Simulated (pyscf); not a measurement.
Routes from H₃C–AlH–CH₃ + silanol (HO–SiH₃)

Candidate steps break at most two bonds and form at most two. Each was searched with GFN2-xTB (tblite) first. Single points on ωB97X-D3(BJ)/def2-SVP structures (PySCF, gas phase). Energies: ωB97M-D3(BJ)/def2-TZVP, kcal/mol, from the separated reactants, singlet surface; ΔG‡ with ideal gas, 1 atm, RRHO with modes under 100 cm⁻¹ raised to 100, one conformer, R ln 2 for chiral ones without a mode under 150 cm⁻¹.

| products | type | ΔE‡ | ΔE | ΔG‡ 298 K | ΔG‡ 900 K | ν‡ (cm⁻¹) |
|---|---|---|---|---|---|---|
| H₃C–Al(CH₃)–O–SiH₃ + H₂ | four-centre exchange | -8.1 | -36.1 | 2.9 | 26.7 | 1230i |
| CH₄ + H₃C–AlH–O–SiH₃ | four-centre exchange | -4.7 | -41.9 | 6.3 | 30.3 | 1244i |

Row 1: On the reactant side the descent ends in an adduct with a Al–O contact, 20.8 kcal/mol under the separated species and 10.8 kcal/mol under the saddle at ωB97X-D3(BJ)/def2-TZVP. Row 2: On the reactant side the descent ends in an adduct with a Al–O contact, 21.5 kcal/mol under the separated species and 15.2 kcal/mol under the saddle at ωB97X-D3(BJ)/def2-TZVP. 

Plain bond fissions and candidates not yet searched are not listed, and one of them may be faster. Each barrier is that of the saddle found; lower ones may exist.
